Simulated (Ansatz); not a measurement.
Sr$_{2}$NiWO$_{6}$: computed properties

The calculation used Ansatz, DFT r2SCAN, scalar-relativistic, plane waves, PAW.

Settings: cutoff 500 eV, Γ-centred mesh 8×8×8 on the computed 10-atom cell, Gaussian smearing of 0.02 eV; collinear spin from starting moments 0 0 1.84 0 0 0 0 0 0 0 μB.

The structure is relaxed at this level of theory with its symmetry kept. Whether it is the stable form of this composition wasn't checked.

```yaml
crystal:
  lattice:
    - [-2.77280, 2.77280, 3.96965]
    - [2.77280, -2.77280, 3.96965]
    - [2.77280, 2.77280, -3.96965]
  atoms:
    - { symbol: Sr, position: [0.75000, 0.25000, 0.50000] }
    - { symbol: Sr, position: [0.25000, 0.75000, 0.50000] }
    - { symbol: Ni, position: [0.00000, 0.00000, 0.00000] }
    - { symbol: W, position: [0.50000, 0.50000, 0.00000] }
    - { symbol: O, position: [0.22375, 0.29263, 0.51638] }
    - { symbol: O, position: [0.29263, 0.77625, 0.06888] }
    - { symbol: O, position: [0.77625, 0.70737, 0.48362] }
    - { symbol: O, position: [0.70737, 0.22375, 0.93112] }
    - { symbol: O, position: [0.25830, 0.25830, 0.00000] }
    - { symbol: O, position: [0.74170, 0.74170, 0.00000] }
```

| Item | Value |
| --- | --- |
| Space group | I4/m (No. 87) |
| Volume per atom | 12.21 Å³ |
| Formation energy from the elements' standard states (uncorrected) | -2.636 eV/atom |
| Generalised Kohn–Sham band gap | 2.29 eV, indirect from N to M |
| Löwdin character of the top 1 eV of the valence band | Ni 3d 59 %, O 2p 38 % |
| Löwdin character of the lowest 1 eV of the conduction band | W 5d 48 %, O 2p 26 %, Ni 3d 18 %, unprojected 5 % |
| Electron masses at the edge by Cartesian direction of the standard setting (m_e; degenerate bands sorted by energy; no spin-orbit coupling) | x: 0.64; y: 0.64; z: 14 |
| Hole masses at the edge by Cartesian direction of the standard setting (m_e; degenerate bands sorted by energy; no spin-orbit coupling) | x: 0.52; y: 0.55; z: 2.6 |
| Bader charges (e) | Sr (2 in the cell) 1.64, Ni (1 in the cell) 1.36, W (1 in the cell) 3.09, O (4 in the cell) -1.29, O (2 in the cell) -1.30 |
| Total moment | 2.00 μB per cell |
| Site moments (μB; atoms counted from 1 over the whole cell) | Ni (atom 3) 1.67, O (atom 5) 0.05, O (atom 6) 0.05, O (atom 7) 0.05, O (atom 8) 0.05, O (atom 9) 0.05, O (atom 10) 0.05 |

The state reached may not be the lowest one. Spin-orbit coupling is left out, which matters for the bands of heavy elements.

Only this magnetic start was tried.

Cost: 3 runs of about 14 core-minutes in all, on Oxide Virtual Turin-like Processor (Zen 5) (shared hosts).